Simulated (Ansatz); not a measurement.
Write a Python script for the Ansatz DFT code, driven from Python that makes a search for lower mean-field states of CHS, SMILES [CH]=S. Settings (for the species named): PBE0, cc-pVDZ basis, multiplicity 2.

```yaml
atoms:
  - { symbol: C, position_ang: [-0.1495, 0.4048, 0.0000] }
  - { symbol: S, position_ang: [1.1675, -0.1602, 0.0000] }
  - { symbol: H, position_ang: [-1.0180, -0.2445, 0.0000] }
```

Script `states_chs.py`:
```python
import ansatz as az
import numpy as np

GEOMETRY = '''
C    -0.14950    0.40480    0.00000
S     1.16750   -0.16020    0.00000
H    -1.01800   -0.24450    0.00000
'''


def main() -> None:
    mol = az.Crystal.molecule()
    for line in GEOMETRY.strip().splitlines():
        symbol, *xyz = line.split()
        mol = mol.atom(symbol, [float(v) for v in xyz])
    symbols = [site.symbol for site in mol.cartesian_sites]

    start = np.array([site.position_ang for site in mol.cartesian_sites])
    for factor in [1.0, 1.5]:
        xyz = (start - start.mean(axis=0)) * factor
        scaled = az.Crystal.molecule()
        for symbol, place in zip(symbols, xyz):
            scaled = scaled.atom(symbol, place.tolist())
        job = scaled.calculation()
        job = job.basis(gaussian='cc-pVDZ')
        job = job.functional('pbe0')
        job = job.spin('collinear', total=1)
        for search in ('off', 'standard'):
            try:
                data = job.scf(lower_state_search=search).run().report
            except az.AnsatzError as error:
                print(f'x{factor} search {search}: {type(error).__name__}')
                continue
            state = data['mean_field']['state']
            print(f'all distances x{factor}, search {search:8s} E = {data["free_energy_ev"]:.5f} eV  <S^2> = {abs(state["spin_squared"]):.3f}  other states met: {len(data["mean_field"]["others"])}')


if __name__ == '__main__':
    main()
```

```console
$ python states_chs.py
all distances x1.0, search off      E = -11880.29850 eV  <S^2> = 0.754  other states met: 0
all distances x1.0, search standard E = -11880.29850 eV  <S^2> = 0.754  other states met: 1
all distances x1.5, search off      E = -11876.19525 eV  <S^2> = 0.816  other states met: 0
all distances x1.5, search standard E = -11876.19950 eV  <S^2> = 0.913  other states met: 8
```

Caveats:
- Total energies depend on the basis set; only differences at equal settings carry meaning.
- The count of other states can hold repeated and symmetry-equivalent ends of the search; scaling all distances is a test, and for more than two atoms no physical path.
- The geometry comes from a force field and isn't relaxed at this level.
- The species is open-shell (spin multiplicity 2).
- The expectation value of S² is noticeably off S(S+1) in at least one run, so that state is spin-contaminated.
- Wall time of the script: 8.3 s on 1 thread of Arm Neoverse V1 (shared host), peak memory 0.16 GiB.

(Lines on the test bed's own set-up are left out of the output.)
